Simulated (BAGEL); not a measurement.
**C3H3FO (SMILES F/C=C1/CO1): HF/STO-3G (density fitting with qzvpp-jkfit)**

What is the vertical singlet–triplet gap of C3H3FO at HF/STO-3G (density fitting with qzvpp-jkfit)? 

Program for the calculation: BAGEL 1.2.2.

2 further runs of the same task are left out: 2 set aside as unsound or not needed.

### Step 1. Starting point

C3H3FO: 8 atoms, total charge 0, spin state singlet. SMILES: `F/C=C1/CO1`. The coordinates come from a GFN2-xTB relaxation.

Bond lengths: F1–C2 1.348 Å, C2–C3 1.308 Å, C3–C4 1.438 Å, C3–O5 1.343 Å, C4–O5 1.429 Å, C2–H6 1.077 Å, C4–H7 1.083 Å, C4–H8 1.083 Å. Some angles: F1–C2–C3 122.7°, C2–C3–C4 153.2°, C2–C3–O5 145.1°, C4–C3–O5 61.7°, C3–C4–O5 55.9°, C3–O5–C4 62.4°, F1–C2–H6 113.2°, C3–C2–H6 124.1°, C3–C4–H7 119.8°, C3–C4–H8 119.8°.

### Step 2. The energy at HF/STO-3G (density fitting with qzvpp-jkfit)

File job.json:

```json
{ "bagel": [

{
  "title": "molecule",
  "basis": "sto-3g",
  "df_basis": "qzvpp-jkfit",
  "angstrom": true,
  "geometry": [
    { "atom": "F", "xyz": [    0.375040,    1.538240,    1.929380 ] },
    { "atom": "C", "xyz": [   -0.204430,    1.123240,    0.785400 ] },
    { "atom": "C", "xyz": [    0.134160,    0.011880,    0.184890 ] },
    { "atom": "C", "xyz": [    0.026460,   -0.962900,   -0.866560 ] },
    { "atom": "O", "xyz": [    0.938840,   -1.062910,    0.228450 ] },
    { "atom": "H", "xyz": [   -0.963200,    1.797670,    0.425910 ] },
    { "atom": "H", "xyz": [    0.480370,   -0.767520,   -1.830410 ] },
    { "atom": "H", "xyz": [   -0.787250,   -1.677710,   -0.857050 ] }
  ]
},
{ "title": "hf" },
{ "title": "print", "file": "orbitals.molden", "orbitals": true }

]}
```

On the command line:

```
BAGEL_NUM_THREADS=1 BAGEL job.json > job.out
```

Output:

```text
* using 1 threads per process

  ===============================================================
  ===============================================================

  *** Geometry ***

  { "atom" : "F", "xyz" : [      0.708723,      2.906852,      3.646000 ] },
  { "atom" : "C", "xyz" : [     -0.386317,      2.122616,      1.484191 ] },
  { "atom" : "C", "xyz" : [      0.253526,      0.022450,      0.349391 ] },
  { "atom" : "C", "xyz" : [      0.050002,     -1.819617,     -1.637561 ] },
  { "atom" : "O", "xyz" : [      1.774150,     -2.008609,      0.431708 ] },
  { "atom" : "H", "xyz" : [     -1.820184,      3.397104,      0.804853 ] },
  { "atom" : "H", "xyz" : [      0.907768,     -1.450403,     -3.458974 ] },
  { "atom" : "H", "xyz" : [     -1.487687,     -3.170412,     -1.619590 ] },

  Number of auxiliary basis functions:      433

  Since a DF basis is specified, we compute 2- and 3-index integrals:
    o Being stored without compression. Storage requirement is 0.003 GB

  Number of basis functions:       28
  Number of electrons      :       38

    * METHOD: MOLECULE                             0.37

  *** RHF ***

  === Nuclear Repulsion ===
   161.2047831828

      * DIIS with orbital gradients will be used.

  === RHF iteration (sto-3g) ===
      0       -285.61939883          0.02025436           0.03
      1       -285.71146413          0.00848052           0.03
      2       -285.72557494          0.00164715           0.03
      3       -285.72669883          0.00038067           0.03
      4       -285.72677330          0.00011930           0.03
      5       -285.72677961          0.00003444           0.03
      6       -285.72678000          0.00000781           0.03
      7       -285.72678002          0.00000203           0.03
      8       -285.72678002          0.00000059           0.03
      9       -285.72678002          0.00000015           0.03
     10       -285.72678002          0.00000005           0.03
     11       -285.72678002          0.00000001           0.03
     12       -285.72678002          0.00000000           0.05
    * SCF iteration converged.

    * Permanent dipole moment:
           (    0.517608,    -0.013920,     0.661946) a.u.

    * METHOD: HF                                   0.56

    * METHOD: PRINT                                0.00

  ===============================================================
```

Run time: 1.4 s. Hardware: 1 thread of Intel Xeon at 2.50GHz (Skylake/Cascade Lake), shared host.

### Step 3. The triplet, same level

File job.json:

```json
{ "bagel" : [

{
  "title" : "molecule",
  "basis" : "sto-3g",
  "df_basis" : "qzvpp-jkfit",
  "angstrom" : true,
  "geometry" : [
    { "atom" : "F", "xyz" : [       0.375040,       1.538240,       1.929380 ] },
    { "atom" : "C", "xyz" : [      -0.204430,       1.123240,       0.785400 ] },
    { "atom" : "C", "xyz" : [       0.134160,       0.011880,       0.184890 ] },
    { "atom" : "C", "xyz" : [       0.026460,      -0.962900,      -0.866560 ] },
    { "atom" : "O", "xyz" : [       0.938840,      -1.062910,       0.228450 ] },
    { "atom" : "H", "xyz" : [      -0.963200,       1.797670,       0.425910 ] },
    { "atom" : "H", "xyz" : [       0.480370,      -0.767520,      -1.830410 ] },
    { "atom" : "H", "xyz" : [      -0.787250,      -1.677710,      -0.857050 ] }
  ]
},

{
  "title" : "uhf",
  "nopen" : 2
},

{
  "title" : "print",
  "file" : "orbitals.molden",
  "orbitals" : true
}

]}
```

On the command line:

```
BAGEL_NUM_THREADS=1 BAGEL job.json > job.out
```

Output:

```text
* using 1 threads per process

  ===============================================================
  ===============================================================

  *** Geometry ***

  { "atom" : "F", "xyz" : [      0.708723,      2.906852,      3.646000 ] },
  { "atom" : "C", "xyz" : [     -0.386317,      2.122616,      1.484191 ] },
  { "atom" : "C", "xyz" : [      0.253526,      0.022450,      0.349391 ] },
  { "atom" : "C", "xyz" : [      0.050002,     -1.819617,     -1.637561 ] },
  { "atom" : "O", "xyz" : [      1.774150,     -2.008609,      0.431708 ] },
  { "atom" : "H", "xyz" : [     -1.820184,      3.397104,      0.804853 ] },
  { "atom" : "H", "xyz" : [      0.907768,     -1.450403,     -3.458974 ] },
  { "atom" : "H", "xyz" : [     -1.487687,     -3.170412,     -1.619590 ] },

  Number of auxiliary basis functions:      433

  Since a DF basis is specified, we compute 2- and 3-index integrals:
    o Being stored without compression. Storage requirement is 0.003 GB

  Number of basis functions:       28
  Number of electrons      :       38

    * METHOD: MOLECULE                             0.29

  *** Open-shell HF ***

  === Nuclear Repulsion ===
   161.2047831828

      * DIIS with orbital gradients will be used.

  === UHF iteration (sto-3g) ===
      0       -285.48726203          0.03482558           0.07
      1       -285.56673317          0.01417112           0.06
      2       -285.57817412          0.00690932           0.06
      3       -285.58105023          0.00196744           0.06
      4       -285.58246870          0.00112775           0.06
      5       -285.58302791          0.00043671           0.05
      6       -285.58313517          0.00012843           0.05
      7       -285.58314344          0.00007524           0.05
      8       -285.58314843          0.00001948           0.05
      9       -285.58314867          0.00000727           0.04
     10       -285.58314879          0.00000154           0.04
     11       -285.58314882          0.00000063           0.04
     12       -285.58314884          0.00000024           0.04
     13       -285.58314885          0.00000016           0.04
     14       -285.58314885          0.00000012           0.04
     15       -285.58314885          0.00000007           0.04
     16       -285.58314885          0.00000003           0.04
     17       -285.58314885          0.00000001           0.04
     18       -285.58314885          0.00000001           0.05
    * SCF iteration converged.

    * S^2 (UHF) is 2.0240

    * Permanent dipole moment:
           (    0.483927,    -0.116222,     0.521855) a.u.

    * METHOD: UHF                                  1.07

    * METHOD: PRINT                                0.00

  ===============================================================
```

It took 1.9 s on 1 thread of Intel Xeon at 2.50GHz (Skylake/Cascade Lake), shared host.

### Step 4. Outcome

Level: HF/STO-3G (density fitting with qzvpp-jkfit).

| quantity | value |
| --- | --- |
| singlet: total energy | -285.72678 Eh |
| singlet: dipole moment | 2.14 D |
| singlet: HOMO energy | -7.59 eV |
| singlet: LUMO energy | 8.66 eV |
| singlet: HOMO–LUMO gap | 16.25 eV |
| triplet: total energy | -285.58315 Eh |
| triplet: dipole moment | 1.83 D |
| triplet: ⟨S²⟩ | 2.024 |
| vertical energy of the triplet above the singlet | 3.908 eV |

**Reading.** At this shape the triplet lies 3.91 eV (377 kJ/mol) above the singlet. In a minimal basis such a difference can be off by several eV, whatever the method.
